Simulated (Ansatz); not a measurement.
**CH₃ClF− (SMILES [Cl-].CF): a short trajectory**

Aim: follow the atoms for 40 steps of 0.5 fs with a Langevin thermostat, with velocities drawn for 500 K.

Program: Ansatz 0.2.0, Gaussian basis. Level of theory: PBE0-D4/def2-SVPD. These are calculated values, not measurements.

### Step 1. Where the work starts

The start, a pair relaxed at PBE0-D4: 6 atoms, charge -1, spin multiplicity 1.

Atoms are counted from 1 here; the program's logs count them from 0.

Bond lengths: C2–F3 1.408 Å, C2–H4 1.088 Å, C2–H5 1.088 Å, C2–H6 1.088 Å. Angles: F3–C2–H4 109.3°, F3–C2–H5 109.3°, F3–C2–H6 109.3°, H4–C2–H5 109.7°, H4–C2–H6 109.7°, H5–C2–H6 109.7°.

Coordinates:

```xyz
6
charge -1, multiplicity 1
Cl    0.22027    0.15151   -2.71763
C    -0.03868   -0.02649    0.47760
F    -0.15252   -0.10746    1.87860
H     0.98914    0.21451    0.21445
H    -0.70366    0.75128    0.10797
H    -0.31445   -0.98324    0.03911
```

### Step 2. Dynamics

Input file md/in.yaml:

```yaml
crystal:
  periodic: [false, false, false]
  atoms:
    - {symbol: Cl, position_ang: [0.220270, 0.151508, -2.717629]}
    - {symbol: C, position_ang: [-0.038677, -0.026487, 0.477601]}
    - {symbol: F, position_ang: [-0.152520, -0.107459, 1.878604]}
    - {symbol: H, position_ang: [0.989144, 0.214505, 0.214446]}
    - {symbol: H, position_ang: [-0.703665, 0.751275, 0.107965]}
    - {symbol: H, position_ang: [-0.314452, -0.983242, 0.039112]}
basis:
  gaussian: {orbitals: def2-SVPD}
total_charge: -1
hamiltonian: {xc: pbe0, dispersion: d4}
md: {n_steps: 40, timestep: 0.5, temperature: 500, ensemble: nvt_langevin, seed: 332, friction: 0.002, initial_velocities: maxwell_boltzmann}
```

Started as:

```
$ ansatz run in.yaml --threads 2 --pin off --events-out ev --progress --plain --max-ram 5222MiB
```

Q: Predict the outcome of this session. Wanted: temperature at the start; mean temperature, second half; lowest and highest potential energy, from the first frame; largest change of potential + kinetic.

**Answer**, as computed:

| quantity | value |
| --- | --- |
| length | 40 steps, 20.0 fs |
| temperature at the start | 417 K |
| mean temperature, second half | 273 K |
| lowest and highest potential energy, from the first frame | 0 and 243 meV |
| largest change of potential + kinetic | 48.4 meV |

What this shows: The thermostat trades energy with the molecule, so the sum of potential and kinetic energy isn't conserved: it changes by +44 meV over the run. The mean temperature of the second half is still well below the 500 K set. The instant temperature ranges from 123 to 417 K, as energy passes between motion and strain. The molecule keeps its bonds. Under Langevin the temperature counts 3N degrees of freedom, more than the drawn velocities fill, so it starts at 417 K, not 500 K.
